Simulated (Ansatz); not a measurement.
```xyz
14

C     1.726   -0.846   -0.368
C     0.957   -0.374    0.850
S     0.304    1.305    0.713
C    -1.066    1.032   -0.427
N    -2.039    0.110    0.112
H     2.568   -0.186   -0.583
H     2.112   -1.857   -0.207
H     1.088   -0.878   -1.253
H     1.600   -0.349    1.733
H     0.115   -1.032    1.071
H    -1.438    2.046   -0.632
H    -0.687    0.630   -1.370
H    -2.483    0.501    0.933
H    -2.757   -0.101   -0.571
```

Total charge 0; spin multiplicity 1.

(1) List the PBE0/def2-TZVPP orbital energies in eV (Ansatz 0.2.0). (Best estimate.)

## Answers

(1) Ansatz gave: Occupied: -2421.87, -391.05, -279.52, -278.64, -277.86, -217.19, -161.05, -160.95, -160.80, -25.10, -22.25, -20.12, -18.01, -15.97, -14.07, -13.32, -12.65, -11.98, -11.28, -10.91, -10.24, -9.54, -8.46, -7.17, -6.30. Lowest empty: 0.96, 1.23, 1.87, 2.32, 2.46, 2.75, 3.14, 3.27.
